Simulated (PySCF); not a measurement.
# C3H3F: spin-spin couplings at several levels of theory, part 1 of 2

Aim: compute the spin-spin couplings of C3H3F (`FC1=CC1`) at several levels, and see how far they spread and what each costs.

The runs use PySCF 2.14.0, with density-fitted response routines of our own; the level of theory stands in each step. All values are computed, except where a source is named. Atoms count from 0, in the outputs and in this text.

### 1 Starting geometry

7 atoms, charge 0, multiplicity 1; geometry from: PBE0-D3(BJ)/def2-SVP.

Bonds of the start (Å): F0–C1 1.30, C1–C2 1.29, C2–C3 1.54, C3–C1 1.47, C2–H4 1.08, C3–H5 1.10, C3–H6 1.10.

### 2 Indirect couplings: LDA/pcJ-1

What the job is given:

```
{"job": {"kind": "j", "xc": "LDA", "basis": "pcJ-1"}, "charge": 0, "multiplicity": 1}
F     -0.512073     2.046432    -0.130295
C     -0.316875     0.758637    -0.057797
C     -0.812781    -0.430993    -0.033141
C      0.721768    -0.271719     0.043767
H     -1.620745    -1.154417    -0.041322
H      1.336619    -0.533080    -0.833466
H      1.234528    -0.453648     1.002905
```

Method: LDA/pcJ-1 indirect spin-spin coupling, non-relativistic, gas phase.

Run with:

```sh
> OMP_NUM_THREADS=1 python probes_run.py task.json out
```

This one command runs all jobs of the session in turn.

Log:

```text
coarse grid: 6208 points
cycle   1  E = -214.0718419640  dE =  5.363e-01  |g| = 4.992e-01  |ddm| = 2.268e+00
cycle   2  E = -213.9772549267  dE =  9.459e-02  |g| = 7.954e-01  |ddm| = 8.690e-01
cycle   3  E = -214.1057363861  dE = -1.285e-01  |g| = 2.599e-01  |ddm| = 6.619e-01
cycle   4  E = -214.1214741989  dE = -1.574e-02  |g| = 8.127e-02  |ddm| = 2.650e-01
cycle   5  E = -214.1226175235  dE = -1.143e-03  |g| = 2.549e-02  |ddm| = 6.104e-02
cycle   6  E = -214.1227516256  dE = -1.341e-04  |g| = 4.594e-03  |ddm| = 2.547e-02
cycle   7  E = -214.1227557915  dE = -4.166e-06  |g| = 1.581e-03  |ddm| = 5.098e-03
final grid: 61344 points
cycle   8  E = -214.1548758846  dE = -1.022e-04  |g| = 5.431e-03  |ddm| = 1.108e-02
cycle   9  E = -214.1548651106  dE =  1.077e-05  |g| = 8.598e-03  |ddm| = 9.043e-03
cycle  10  E = -214.1548798193  dE = -1.471e-05  |g| = 1.502e-03  |ddm| = 6.737e-03
cycle  11  E = -214.1548799132  dE = -9.385e-08  |g| = 1.180e-03  |ddm| = 1.583e-03
cycle  12  E = -214.1548802337  dE = -3.205e-07  |g| = 3.231e-04  |ddm| = 9.707e-04
cycle  13  E = -214.1548802553  dE = -2.161e-08  |g| = 2.870e-05  |ddm| = 2.595e-04
cycle  14  E = -214.1548802554  dE = -1.546e-10  |g| = 1.604e-05  |ddm| = 4.858e-05
converged SCF energy = -214.1548802554

Indirect spin-spin couplings (Hz)
  i      j    bonds     total        FC       PSO       DSO        SD
  0 F    1 C    1   -505.783  -475.585   -27.323     0.776    -3.651
  0 F    2 C    2    -44.640   -23.642   -28.269    -0.602     7.874
  0 F    3 C    2      2.270    -4.744     7.357    -0.448     0.104
  0 F    4 H    3     -1.713     2.429    -2.630    -1.947     0.435
  0 F    5 H    3     -2.924    -4.102     3.367    -1.494    -0.696
  0 F    6 H    3     -2.949    -4.134     3.369    -1.502    -0.682
  1 C    2 C    1     68.406    67.788    -3.222     0.240     3.600
  1 C    3 C    1      6.222     8.564    -2.246     0.225    -0.322
  1 C    4 H    2      2.785     1.980     1.258    -0.779     0.326
  1 C    5 H    2     -4.097    -3.720    -0.018    -0.261    -0.099
  1 C    6 H    2     -4.035    -3.655    -0.021    -0.260    -0.098
  2 C    3 C    1     -3.546    -4.394     0.722     0.126     0.000
  2 C    4 H    1    196.599   195.557    -0.438     0.726     0.755
  2 C    5 H    2     -1.423    -1.459     0.529    -0.397    -0.096
  2 C    6 H    2     -1.487    -1.522     0.526    -0.396    -0.096
  3 C    4 H    2      0.142    -0.351     0.818    -0.630     0.305
  3 C    5 H    1    135.687   134.016     0.529     0.719     0.422
  3 C    6 H    1    135.568   133.896     0.532     0.719     0.422
  4 H    5 H    3     -1.690    -1.492     1.832    -1.970    -0.060
  4 H    6 H    3     -1.669    -1.470     1.821    -1.960    -0.060
  5 H    6 H    2      7.225     6.914     3.018    -2.897     0.190
```

It took 5.6 s on 1 thread of Arm Neoverse V1, shared host; peak memory 0.4 GiB.

A choice of the couplings up to four bonds, sorted by the number of bonds, with means over like pairs; isotopes 13C, 19F, 1H:

```tsv
pair	bonds	J (Hz)	Fermi contact (Hz)	dihedral (°)
F0–C1	1	-505.8	-475.6	–
C2–H4	1	196.6	195.6	–
C3–H5	1	135.6	134.0	–
C1–C2	1	68.4	67.8	–
C1–C3	1	6.2	8.6	–
C2–C3	1	-3.5	-4.4	–
F0–C2	2	-44.6	-23.6	–
H5–H6	2	7.2	6.9	–
C1–H5	2	-4.1	-3.7	–
C1–H4	2	2.8	2.0	–
F0–C3	2	2.3	-4.7	–
C2–H5	2	-1.5	-1.5	–
F0–H5	3	-2.9	-4.1	-75
F0–H4	3	-1.7	2.4	-1
H4–H5	3	-1.7	-1.5	74
```

### 3 J couplings: PBE/pcJ-1

Settings changed since step 2:

```diff
@@ -1,2 +1,2 @@
-{"job": {"kind": "j", "xc": "LDA", "basis": "pcJ-1"}, "charge": 0, "multiplicity": 1}
+{"job": {"kind": "j", "xc": "PBE", "basis": "pcJ-1"}, "charge": 0, "multiplicity": 1}
 F     -0.512073     2.046432    -0.130295
```

Method: PBE/pcJ-1 indirect spin-spin coupling, non-relativistic, gas phase.

Log:

```text
coarse grid: 6208 points
cycle   1  E = -215.5242106217  dE =  5.615e-01  |g| = 4.951e-01  |ddm| = 2.261e+00
cycle   2  E = -215.4404129443  dE =  8.380e-02  |g| = 7.762e-01  |ddm| = 8.735e-01
cycle   3  E = -215.5602613077  dE = -1.198e-01  |g| = 2.376e-01  |ddm| = 6.277e-01
cycle   4  E = -215.5737491272  dE = -1.349e-02  |g| = 6.639e-02  |ddm| = 2.362e-01
cycle   5  E = -215.5745041796  dE = -7.551e-04  |g| = 2.325e-02  |ddm| = 5.250e-02
cycle   6  E = -215.5746141746  dE = -1.100e-04  |g| = 4.038e-03  |ddm| = 2.311e-02
cycle   7  E = -215.5746171494  dE = -2.975e-06  |g| = 1.614e-03  |ddm| = 4.384e-03
final grid: 61344 points
cycle   8  E = -215.6154648684  dE = -1.183e-04  |g| = 1.159e-02  |ddm| = 1.821e-02
cycle   9  E = -215.6153969760  dE =  6.789e-05  |g| = 2.235e-02  |ddm| = 2.420e-02
cycle  10  E = -215.6154928140  dE = -9.584e-05  |g| = 2.611e-03  |ddm| = 1.620e-02
cycle  11  E = -215.6154939243  dE = -1.110e-06  |g| = 9.668e-04  |ddm| = 2.939e-03
cycle  12  E = -215.6154939996  dE = -7.526e-08  |g| = 7.509e-04  |ddm| = 1.186e-03
cycle  13  E = -215.6154941410  dE = -1.414e-07  |g| = 5.205e-05  |ddm| = 5.552e-04
cycle  14  E = -215.6154941415  dE = -4.731e-10  |g| = 2.950e-05  |ddm| = 7.325e-05
converged SCF energy = -215.6154941415

Indirect spin-spin couplings (Hz)
  i      j    bonds     total        FC       PSO       DSO        SD
  0 F    1 C    1   -532.174  -499.138   -27.483     0.780    -6.332
  0 F    2 C    2    -35.869   -16.744   -27.971    -0.601     9.447
  0 F    3 C    2      9.707     3.036     6.797    -0.447     0.322
  0 F    4 H    3     -4.761    -0.564    -2.731    -1.948     0.482
  0 F    5 H    3     -4.929    -6.053     3.327    -1.494    -0.709
  0 F    6 H    3     -4.969    -6.103     3.330    -1.502    -0.694
  1 C    2 C    1     79.466    77.650    -2.993     0.242     4.568
  1 C    3 C    1     15.046    17.356    -2.141     0.226    -0.395
  1 C    4 H    2      0.859     0.068     1.204    -0.779     0.366
  1 C    5 H    2     -5.999    -5.630    -0.000    -0.261    -0.107
  1 C    6 H    2     -5.931    -5.561    -0.003    -0.261    -0.106
  2 C    3 C    1      3.337     2.727     0.582     0.127    -0.100
  2 C    4 H    1    225.272   224.227    -0.412     0.723     0.734
  2 C    5 H    2     -1.336    -1.347     0.528    -0.397    -0.121
  2 C    6 H    2     -1.398    -1.407     0.525    -0.395    -0.121
  3 C    4 H    2      0.586     0.086     0.817    -0.630     0.313
  3 C    5 H    1    159.379   157.782     0.485     0.716     0.396
  3 C    6 H    1    159.252   157.654     0.487     0.716     0.395
  4 H    5 H    3     -2.722    -2.523     1.840    -1.972    -0.067
  4 H    6 H    3     -2.701    -2.502     1.829    -1.962    -0.067
  5 H    6 H    2      8.909     8.579     3.028    -2.902     0.204
```

Wall time 9.2 s (1 thread of Arm Neoverse V1, shared host); peak memory 0.38 GiB.

Key values: J(F0,C1) -532.2 Hz, J(C2,H4) 225.3 Hz, J(C3,H5) 159.3 Hz (means over like pairs).

### 4 Spin-spin couplings: KT2/pcJ-1

Settings changed since step 3:

```diff
@@ -1,2 +1,2 @@
-{"job": {"kind": "j", "xc": "PBE", "basis": "pcJ-1"}, "charge": 0, "multiplicity": 1}
+{"job": {"kind": "j", "xc": "KT2", "basis": "pcJ-1"}, "charge": 0, "multiplicity": 1}
 F     -0.512073     2.046432    -0.130295
```

With the program's defaults for keys left out, this is: KT2/pcJ-1 indirect spin-spin coupling, non-relativistic, gas phase.

Log:

```text
coarse grid: 6208 points
cycle   1  E = -219.1379310629  dE =  5.805e-01  |g| = 5.736e-01  |ddm| = 2.242e+00
cycle   2  E = -219.0666194533  dE =  7.131e-02  |g| = 8.618e-01  |ddm| = 9.908e-01
cycle   3  E = -219.1909230638  dE = -1.243e-01  |g| = 1.298e-01  |ddm| = 6.400e-01
cycle   4  E = -219.1942616533  dE = -3.339e-03  |g| = 5.173e-02  |ddm| = 1.397e-01
cycle   5  E = -219.1948005802  dE = -5.389e-04  |g| = 2.523e-02  |ddm| = 5.602e-02
cycle   6  E = -219.1949409777  dE = -1.404e-04  |g| = 4.004e-03  |ddm| = 2.183e-02
cycle   7  E = -219.1949437439  dE = -2.766e-06  |g| = 1.922e-03  |ddm| = 4.358e-03
final grid: 61344 points
cycle   8  E = -219.2409456223  dE = -4.385e-04  |g| = 3.288e-02  |ddm| = 3.314e-02
cycle   9  E = -219.2404377228  dE =  5.079e-04  |g| = 6.361e-02  |ddm| = 6.138e-02
cycle  10  E = -219.2410940260  dE = -6.563e-04  |g| = 7.394e-03  |ddm| = 4.728e-02
cycle  11  E = -219.2411028708  dE = -8.845e-06  |g| = 4.266e-03  |ddm| = 9.104e-03
cycle  12  E = -219.2411073043  dE = -4.434e-06  |g| = 6.785e-04  |ddm| = 3.330e-03
cycle  13  E = -219.2411074203  dE = -1.160e-07  |g| = 1.032e-04  |ddm| = 7.866e-04
cycle  14  E = -219.2411074222  dE = -1.836e-09  |g| = 5.664e-05  |ddm| = 1.372e-04
cycle  15  E = -219.2411074230  dE = -8.068e-10  |g| = 6.709e-06  |ddm| = 4.751e-05
converged SCF energy = -219.2411074230

Indirect spin-spin couplings (Hz)
  i      j    bonds     total        FC       PSO       DSO        SD
  0 F    1 C    1   -554.361  -523.290   -24.470     0.780    -7.380
  0 F    2 C    2    -44.219   -26.113   -27.742    -0.601    10.237
  0 F    3 C    2      4.925    -2.386     7.064    -0.447     0.695
  0 F    4 H    3     -7.277    -2.633    -3.091    -1.953     0.400
  0 F    5 H    3     -7.356    -8.540     3.473    -1.499    -0.790
  0 F    6 H    3     -7.394    -8.592     3.476    -1.507    -0.771
  1 C    2 C    1     63.130    60.902    -2.698     0.241     4.686
  1 C    3 C    1      4.437     6.624    -1.999     0.225    -0.414
  1 C    4 H    2     -1.690    -2.338     1.138    -0.782     0.291
  1 C    5 H    2     -8.500    -8.140     0.018    -0.264    -0.113
  1 C    6 H    2     -8.407    -8.047     0.015    -0.263    -0.112
  2 C    3 C    1     -3.379    -4.019     0.616     0.127    -0.102
  2 C    4 H    1    244.012   242.878    -0.380     0.698     0.817
  2 C    5 H    2     -3.621    -3.645     0.548    -0.399    -0.125
  2 C    6 H    2     -3.701    -3.724     0.545    -0.398    -0.125
  3 C    4 H    2     -1.000    -1.550     0.838    -0.632     0.344
  3 C    5 H    1    171.217   169.712     0.416     0.697     0.392
  3 C    6 H    1    171.080   169.574     0.418     0.697     0.391
  4 H    5 H    3     -4.381    -4.169     1.852    -1.982    -0.081
  4 H    6 H    3     -4.359    -4.147     1.841    -1.972    -0.081
  5 H    6 H    2     11.459    11.112     3.046    -2.934     0.235
```

Wall time 9.9 s (1 thread of Arm Neoverse V1, shared host); peak memory 0.38 GiB.

In short: J(F0,C1) -554.4 Hz, J(C2,H4) 244.0 Hz, J(C3,H5) 171.1 Hz (means over like pairs).

### 5 J couplings: PBE0/pcJ-1

Settings changed since step 4:

```diff
@@ -1,2 +1,2 @@
-{"job": {"kind": "j", "xc": "KT2", "basis": "pcJ-1"}, "charge": 0, "multiplicity": 1}
+{"job": {"kind": "j", "xc": "PBE0", "basis": "pcJ-1"}, "charge": 0, "multiplicity": 1}
 F     -0.512073     2.046432    -0.130295
```

With the program's defaults for keys left out, this is: PBE0/pcJ-1 indirect spin-spin coupling, non-relativistic, gas phase.

Log:

```text
coarse grid: 6208 points
cycle   1  E = -215.5574989656  dE =  6.592e-01  |g| = 4.148e-01  |ddm| = 2.228e+00
cycle   2  E = -215.5424142361  dE =  1.508e-02  |g| = 5.019e-01  |ddm| = 5.461e-01
cycle   3  E = -215.5863698727  dE = -4.396e-02  |g| = 8.916e-02  |ddm| = 3.264e-01
cycle   4  E = -215.5879346799  dE = -1.565e-03  |g| = 4.414e-02  |ddm| = 9.879e-02
cycle   5  E = -215.5883332853  dE = -3.986e-04  |g| = 9.538e-03  |ddm| = 3.295e-02
cycle   6  E = -215.5883486620  dE = -1.538e-05  |g| = 2.910e-03  |ddm| = 9.043e-03
cycle   7  E = -215.5883504225  dE = -1.761e-06  |g| = 5.851e-04  |ddm| = 2.277e-03
final grid: 61344 points
cycle   8  E = -215.6182285558  dE = -7.658e-05  |g| = 5.482e-03  |ddm| = 1.329e-02
cycle   9  E = -215.6182243657  dE =  4.190e-06  |g| = 7.400e-03  |ddm| = 9.442e-03
cycle  10  E = -215.6182352641  dE = -1.090e-05  |g| = 9.517e-04  |ddm| = 5.246e-03
cycle  11  E = -215.6182353922  dE = -1.281e-07  |g| = 3.248e-04  |ddm| = 9.447e-04
cycle  12  E = -215.6182354061  dE = -1.387e-08  |g| = 1.595e-04  |ddm| = 3.088e-04
cycle  13  E = -215.6182354123  dE = -6.152e-09  |g| = 1.514e-05  |ddm| = 1.153e-04
cycle  14  E = -215.6182354123  dE = -4.235e-11  |g| = 5.852e-06  |ddm| = 1.462e-05
converged SCF energy = -215.6182354123

Indirect spin-spin couplings (Hz)
  i      j    bonds     total        FC       PSO       DSO        SD
  0 F    1 C    1   -491.628  -454.883   -27.566     0.779    -9.959
  0 F    2 C    2    -23.876    -6.571   -27.909    -0.601    11.205
  0 F    3 C    2     16.321     9.709     6.644    -0.446     0.414
  0 F    4 H    3     -9.191    -5.071    -2.775    -1.949     0.605
  0 F    5 H    3     -7.298    -8.346     3.199    -1.496    -0.656
  0 F    6 H    3     -7.348    -8.407     3.202    -1.504    -0.639
  1 C    2 C    1     88.585    85.606    -2.911     0.240     5.650
  1 C    3 C    1     21.485    23.755    -2.067     0.225    -0.428
  1 C    4 H    2     -1.347    -2.243     1.284    -0.781     0.393
  1 C    5 H    2     -8.003    -7.622    -0.002    -0.264    -0.116
  1 C    6 H    2     -7.941    -7.559    -0.005    -0.263    -0.114
  2 C    3 C    1      8.218     7.735     0.539     0.126    -0.182
  2 C    4 H    1    232.922   232.246    -0.681     0.709     0.647
  2 C    5 H    2     -1.404    -1.362     0.498    -0.399    -0.141
  2 C    6 H    2     -1.459    -1.415     0.495    -0.398    -0.142
  3 C    4 H    2      0.920     0.426     0.794    -0.631     0.332
  3 C    5 H    1    164.789   163.338     0.445     0.707     0.299
  3 C    6 H    1    164.669   163.216     0.447     0.707     0.298
  4 H    5 H    3     -3.483    -3.253     1.830    -1.979    -0.080
  4 H    6 H    3     -3.468    -3.239     1.819    -1.968    -0.080
  5 H    6 H    2      7.621     7.289     3.028    -2.921     0.225
```

Run time: 11 s. Hardware: 1 thread of Arm Neoverse V1, shared host; peak memory 0.53 GiB.

In short: J(F0,C1) -491.6 Hz, J(C2,H4) 232.9 Hz, J(C3,H5) 164.7 Hz (means over like pairs).

### 6 J couplings: B97-2/pcJ-1

Settings changed since step 5:

```diff
@@ -1,2 +1,2 @@
-{"job": {"kind": "j", "xc": "PBE0", "basis": "pcJ-1"}, "charge": 0, "multiplicity": 1}
+{"job": {"kind": "j", "xc": "B97-2", "basis": "pcJ-1"}, "charge": 0, "multiplicity": 1}
 F     -0.512073     2.046432    -0.130295
```

With the program's defaults for keys left out, this is: B97-2/pcJ-1 indirect spin-spin coupling, non-relativistic, gas phase.

Log:

```text
coarse grid: 6208 points
cycle   1  E = -215.7294147711  dE =  6.431e-01  |g| = 4.383e-01  |ddm| = 2.233e+00
cycle   2  E = -215.7110129661  dE =  1.840e-02  |g| = 5.463e-01  |ddm| = 5.979e-01
cycle   3  E = -215.7611271976  dE = -5.011e-02  |g| = 8.752e-02  |ddm| = 3.529e-01
cycle   4  E = -215.7625914018  dE = -1.464e-03  |g| = 4.413e-02  |ddm| = 9.921e-02
cycle   5  E = -215.7630046317  dE = -4.132e-04  |g| = 1.121e-02  |ddm| = 3.512e-02
cycle   6  E = -215.7630272924  dE = -2.266e-05  |g| = 2.872e-03  |ddm| = 9.966e-03
cycle   7  E = -215.7630290151  dE = -1.723e-06  |g| = 6.551e-04  |ddm| = 2.324e-03
final grid: 61344 points
cycle   8  E = -215.7859954695  dE = -8.715e-05  |g| = 9.004e-03  |ddm| = 1.487e-02
cycle   9  E = -215.7859805776  dE =  1.489e-05  |g| = 1.312e-02  |ddm| = 1.237e-02
cycle  10  E = -215.7860049932  dE = -2.442e-05  |g| = 1.264e-03  |ddm| = 8.658e-03
cycle  11  E = -215.7860052482  dE = -2.551e-07  |g| = 7.165e-04  |ddm| = 1.313e-03
cycle  12  E = -215.7860053638  dE = -1.156e-07  |g| = 1.172e-04  |ddm| = 5.149e-04
cycle  13  E = -215.7860053670  dE = -3.194e-09  |g| = 1.742e-05  |ddm| = 1.050e-04
cycle  14  E = -215.7860053671  dE = -5.878e-11  |g| = 7.480e-06  |ddm| = 1.750e-05
converged SCF energy = -215.7860053671

Indirect spin-spin couplings (Hz)
  i      j    bonds     total        FC       PSO       DSO        SD
  0 F    1 C    1   -479.872  -447.160   -26.544     0.779    -6.947
  0 F    2 C    2    -28.777    -9.987   -27.401    -0.601     9.212
  0 F    3 C    2     14.307     7.913     6.494    -0.447     0.347
  0 F    4 H    3     -7.130    -2.868    -2.756    -1.951     0.445
  0 F    5 H    3     -6.027    -7.091     3.198    -1.496    -0.638
  0 F    6 H    3     -6.060    -7.136     3.201    -1.504    -0.621
  1 C    2 C    1     83.635    81.578    -2.816     0.241     4.632
  1 C    3 C    1     20.739    22.910    -2.032     0.225    -0.364
  1 C    4 H    2     -0.482    -1.263     1.256    -0.781     0.306
  1 C    5 H    2     -6.886    -6.522     0.004    -0.264    -0.105
  1 C    6 H    2     -6.829    -6.463     0.001    -0.263    -0.104
  2 C    3 C    1      9.133     8.625     0.501     0.126    -0.119
  2 C    4 H    1    223.629   222.826    -0.642     0.709     0.736
  2 C    5 H    2     -0.863    -0.853     0.501    -0.399    -0.112
  2 C    6 H    2     -0.917    -0.904     0.498    -0.398    -0.113
  3 C    4 H    2      1.060     0.567     0.794    -0.632     0.332
  3 C    5 H    1    158.672   157.167     0.427     0.707     0.372
  3 C    6 H    1    158.546   157.039     0.429     0.707     0.371
  4 H    5 H    3     -2.861    -2.634     1.835    -1.980    -0.081
  4 H    6 H    3     -2.844    -2.617     1.823    -1.970    -0.081
  5 H    6 H    2      7.798     7.486     3.033    -2.925     0.204
```

It took 10 s on 1 thread of Arm Neoverse V1, shared host; peak memory 0.53 GiB.

In short: J(F0,C1) -479.9 Hz, J(C2,H4) 223.6 Hz, J(C3,H5) 158.6 Hz (means over like pairs).

### 7 J couplings: CAM-B3LYP/pcJ-1

Settings changed since step 6:

```diff
@@ -1,2 +1,2 @@
-{"job": {"kind": "j", "xc": "B97-2", "basis": "pcJ-1"}, "charge": 0, "multiplicity": 1}
+{"job": {"kind": "j", "xc": "CAM-B3LYP", "basis": "pcJ-1"}, "charge": 0, "multiplicity": 1}
 F     -0.512073     2.046432    -0.130295
```

Level: CAM-B3LYP/pcJ-1 indirect spin-spin coupling, non-relativistic, gas phase.

Log:

```text
coarse grid: 6208 points
cycle   1  E = -215.6943427014  dE =  7.363e-01  |g| = 4.327e-01  |ddm| = 2.199e+00
cycle   2  E = -215.6944083764  dE = -6.567e-05  |g| = 4.635e-01  |ddm| = 5.045e-01
cycle   3  E = -215.7270058403  dE = -3.260e-02  |g| = 5.062e-02  |ddm| = 2.657e-01
cycle   4  E = -215.7274700254  dE = -4.642e-04  |g| = 1.842e-02  |ddm| = 4.101e-02
cycle   5  E = -215.7275436747  dE = -7.365e-05  |g| = 6.297e-03  |ddm| = 1.701e-02
cycle   6  E = -215.7275518040  dE = -8.129e-06  |g| = 2.158e-03  |ddm| = 5.786e-03
final grid: 61344 points
cycle   7  E = -215.7633528900  dE = -8.468e-05  |g| = 2.943e-03  |ddm| = 8.177e-03
cycle   8  E = -215.7633523486  dE =  5.414e-07  |g| = 2.895e-03  |ddm| = 3.313e-03
cycle   9  E = -215.7633541307  dE = -1.782e-06  |g| = 5.599e-04  |ddm| = 2.053e-03
cycle  10  E = -215.7633541950  dE = -6.437e-08  |g| = 1.840e-04  |ddm| = 4.060e-04
cycle  11  E = -215.7633542020  dE = -6.992e-09  |g| = 3.288e-05  |ddm| = 1.248e-04
cycle  12  E = -215.7633542022  dE = -1.579e-10  |g| = 1.457e-05  |ddm| = 2.853e-05
converged SCF energy = -215.7633542022

Indirect spin-spin couplings (Hz)
  i      j    bonds     total        FC       PSO       DSO        SD
  0 F    1 C    1   -473.571  -437.286   -27.015     0.780   -10.049
  0 F    2 C    2    -25.057    -7.610   -28.522    -0.602    11.676
  0 F    3 C    2     15.565     8.748     6.900    -0.446     0.364
  0 F    4 H    3     -7.377    -3.234    -2.756    -1.950     0.562
  0 F    5 H    3     -6.629    -7.608     3.106    -1.495    -0.632
  0 F    6 H    3     -6.674    -7.665     3.108    -1.503    -0.614
  1 C    2 C    1     91.111    88.023    -3.026     0.237     5.876
  1 C    3 C    1     22.543    24.853    -2.108     0.224    -0.426
  1 C    4 H    2      0.320    -0.621     1.338    -0.784     0.387
  1 C    5 H    2     -7.266    -6.869    -0.016    -0.265    -0.116
  1 C    6 H    2     -7.206    -6.807    -0.020    -0.264    -0.115
  2 C    3 C    1      8.866     8.337     0.594     0.125    -0.191
  2 C    4 H    1    243.550   243.031    -0.790     0.702     0.607
  2 C    5 H    2     -1.063    -1.000     0.478    -0.400    -0.142
  2 C    6 H    2     -1.122    -1.056     0.475    -0.399    -0.143
  3 C    4 H    2      1.184     0.691     0.776    -0.633     0.350
  3 C    5 H    1    171.800   170.362     0.478     0.699     0.262
  3 C    6 H    1    171.680   170.240     0.480     0.699     0.261
  4 H    5 H    3     -3.287    -3.047     1.823    -1.981    -0.083
  4 H    6 H    3     -3.270    -3.030     1.812    -1.970    -0.082
  5 H    6 H    2      8.372     8.059     3.030    -2.930     0.213
```

Wall time 13 s (1 thread of Arm Neoverse V1, shared host); peak memory 0.55 GiB.

This run: J(F0,C1) -473.6 Hz, J(C2,H4) 243.6 Hz, J(C3,H5) 171.7 Hz (means over like pairs).

(Continued in part 2 of 2.)
